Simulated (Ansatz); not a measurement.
**Si2F (quartet): wave-function methods side by side at a displaced geometry (v1), cc-pVDZ**

One table from this session's results is given with a row withheld; the runs are named, their logs left out.

Program: Ansatz 0.2.0, Gaussian basis. Level of theory: cc-pVDZ, core rule «outside noble gas», up to 11 orbitals frozen. These are calculated values, not measurements.

Plan: UHF; CCSD(T) on ROHF; CCSD(T) on UHF; BCCD(T) on ROHF; CISD; CCSDT(Q) on ROHF; CCSDT(Q) on UHF.

31 further runs of the same task are left out: 10 for a known fault of the program, 10 that didn't finish, 11 set aside as unsound or not needed.

### The system

The geometry is a PBE0/def2-TZVP stationary point (not a proven minimum) with its atoms shifted at random (size 0.040 Å).

3 atoms, charge 0, spin multiplicity 4.

Atoms are counted from 1 here; the program's logs count them from 0.

Bond lengths: F1–Si2 1.604 Å, Si2–Si3 2.354 Å. Angles: F1–Si2–Si3 114.6°.

Geometry (Å):

```xyz
3

F    -0.0173   -0.6163    1.6454
Si   -0.0181    0.5683    0.5640
Si    0.0298   -0.1514   -1.6770
```

The first run:

in.yaml reads:

```yaml
crystal:
  periodic: [false, false, false]
  atoms:
    - {symbol: F, position_ang: [-0.017298, -0.616294, 1.645445]}
    - {symbol: Si, position_ang: [-0.018131, 0.568254, 0.563984]}
    - {symbol: Si, position_ang: [0.029833, -0.151363, -1.677043]}
basis:
  gaussian: {orbitals: cc-pVDZ}
magnetization: {spin_polarized: true, initial_magnetization: 3}
hamiltonian: {xc: hf}
output: {orbitals: {seedname: orbitals}}
```

Started as:

```sh
ansatz run in.yaml --threads 1 --pin off --events-out ev --progress --plain --max-ram 2393MiB
```

Steps of the session up to this table: UHF; CCSD(T) on ROHF; CCSD(T) on UHF; BCCD(T) on ROHF; CISD; CCSDT(Q) on ROHF; CCSDT(Q) on UHF.

One of the session's tables, all rows but one given; the rest of the session is left out.

It belongs to the step «Misses and costs». 

```
   method  from UCCSDT(Q) (kJ/mol)
     ROHF                   +957.4
      UHF                   +945.2
     RMP2                   +105.8
     UMP2                   +111.4
     CISD                   +128.8
    RCCSD                    +35.6
    UCCSD                    +35.3
 RCCSD(T)                     +7.3
 UCCSD(T)                     +7.4
  BCCD(T)                        ?
   RCCSDT                     +2.9
   UCCSDT                     +2.9
RCCSDT(Q)                     +0.4
UCCSDT(Q)                        0
```

Estimate the missing values for BCCD(T).

**Answer.** from UCCSDT(Q) (kJ/mol): +6.7. In the column «from UCCSDT(Q) (kJ/mol)» it lies between UCCSDT (+2.9) and RCCSD(T) (+7.3).

Caveats from the session: Restricted and unrestricted rows rest on different reference determinants; where their highest levels disagree by more than a few hundredths of an eV, they describe different states and don't form one ladder.
